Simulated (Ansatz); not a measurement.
Mulliken charges of `F[C](Cl)Cl` radical from B3LYP/def2-TZVPP in Ansatz (PBE0-D4/def2-TZVP geometry).

```tsv
atom	x (Å)	y (Å)	z (Å)	charge (e)
F1	1.206	-0.078	0.647	-0.135
C2	-0.037	0.108	0.243	0.179
Cl3	-0.934	-1.340	0.108	-0.022
Cl4	-0.179	1.250	-1.018	-0.022
```

**Question.** By hand: the dipole of these point charges (1 e Å = 4.8032 D).

**Answer.** Σ q r = (-0.145, 0.032, -0.024) e Å, of length 0.150 e Å = 0.72 D.

**Question.** How does the dipole of the full density compare? (Estimate.)

**Answer.** The calculation gave: (-0.071, -0.006, -0.061) e Å, 0.45 D; the point charges give 1.60 times that, at 35° from its direction.

Point charges leave out the atoms' own dipoles, such as those of lone pairs, and Mulliken's split depends on the basis, so the two needn't agree.

B3LYP here is the variant with VWN-RPA as its local correlation; programs differ in this.
